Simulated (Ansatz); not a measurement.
**BSiH3 (triplet): from Hartree-Fock to the top rungs at a displaced geometry (v2), cc-pVDZ**

An exercise on one series of results from a longer session: the logs are not shown, and one member is left open.

The runs use Ansatz 0.2.0, Gaussian basis; cc-pVDZ, core rule «outside noble gas», up to 6 orbitals frozen.

To be run: UHF; CCSD(T) on ROHF; CCSD(T) on UHF; BCCD(T) on ROHF; CISD; CCSDT(Q) on ROHF; CCSDT(Q) on UHF.

29 further runs of the same task are left out: 2 for a known fault of the program, 8 that didn't finish, 19 set aside as unsound or not needed.

### The system

The geometry is a PBE0/def2-TZVP stationary point (not a proven minimum) with its atoms shifted at random (size 0.100 Å).

5 atoms, charge 0, spin multiplicity 3.

Atoms are counted from 1 here; the program's logs count them from 0.

Bond lengths: Si1–B2 1.874 Å, Si1–H3 1.475 Å, Si1–H4 1.559 Å, B2–H5 1.218 Å. Angles: B2–Si1–H3 128.7°, B2–Si1–H4 120.6°, H3–Si1–H4 109.8°, Si1–B2–H5 149.6°.

The first run:

File in.yaml:

```yaml
crystal:
  periodic: [false, false, false]
  atoms:
    - {symbol: Si, position_ang: [0.047367, 0.031457, 0.509370]}
    - {symbol: B, position_ang: [-0.117507, -0.118460, -1.351634]}
    - {symbol: H, position_ang: [-0.040886, 1.241806, 1.348408]}
    - {symbol: H, position_ang: [0.042222, -1.239888, 1.412195]}
    - {symbol: H, position_ang: [-0.060836, 0.392133, -2.456407]}
basis:
  gaussian: {orbitals: cc-pVDZ}
magnetization: {spin_polarized: true, initial_magnetization: 2}
hamiltonian: {xc: hf}
output: {orbitals: {seedname: orbitals}}
```

Launch:

```sh
$ ansatz run in.yaml --threads 1 --pin off --events-out ev --progress --plain --max-ram 2393MiB
```

Among the steps run: UHF; CCSD(T) on ROHF; CCSD(T) on UHF; BCCD(T) on ROHF; CISD; CCSDT(Q) on ROHF; CCSDT(Q) on UHF.

One of the session's tables, all rows but one given; the rest of the session is left out.

| method | from UCCSDT(Q) (kcal/mol) |
| --- | --- |
| ROHF | +124.31 |
| UHF | +121.76 |
| RMP2 | +27.54 |
| UMP2 | +27.79 |
| CISD | +12.33 |
| RCCSD | +4.18 |
| UCCSD | +4.12 |
| RCCSD(T) | +0.92 |
| UCCSD(T) | +0.92 |
| BCCD(T) | +0.91 |
| RCCSDT | +0.16 |
| UCCSDT | ? |
| RCCSDT(Q) | +0.01 |
| UCCSDT(Q) | 0 |

Estimate the missing values for UCCSDT.

**Answer.** from UCCSDT(Q) (kcal/mol): +0.15. In the column «from UCCSDT(Q) (kcal/mol)» it lies between RCCSDT(Q) (+0.01) and RCCSDT (+0.16).

Limits of these values: Restricted and unrestricted rows rest on different reference determinants; where their highest levels disagree by more than a few hundredths of an eV, they describe different states and don't form one ladder.
